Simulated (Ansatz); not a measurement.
Mulliken charges of `OC/N=C\F` from PBE/def2-TZVPP in Ansatz (PBE0-D4/def2-TZVP geometry).

| atom | x (Å) | y (Å) | z (Å) | charge (e) |
| --- | --- | --- | --- | --- |
| O1 | -0.192 | 0.389 | 1.942 | -0.303 |
| C2 | -0.513 | 0.052 | 0.628 | 0.071 |
| N3 | 0.614 | 0.281 | -0.244 | -0.180 |
| C4 | 0.722 | -0.305 | -1.330 | 0.086 |
| F5 | -0.167 | -1.195 | -1.805 | -0.154 |
| H6 | 0.251 | 1.243 | 1.923 | 0.187 |
| H7 | -1.353 | 0.652 | 0.248 | 0.090 |
| H8 | -0.820 | -0.997 | 0.643 | 0.092 |
| H9 | 1.547 | -0.167 | -2.023 | 0.112 |

Problem. By hand: the dipole of these point charges (1 e Å = 4.8032 D).

Solution. Σ q r = (0.022, 0.174, -0.122) e Å, of length 0.214 e Å = 1.03 D.

Problem. How does the dipole of the full density compare? (Estimate.)

Solution. The calculation gave: (0.054, 0.152, -0.293) e Å, 1.61 D; the point charges give 0.64 times that, at 28° from its direction.

Point charges leave out the atoms' own dipoles, such as those of lone pairs, and Mulliken's split depends on the basis, so the two needn't agree.
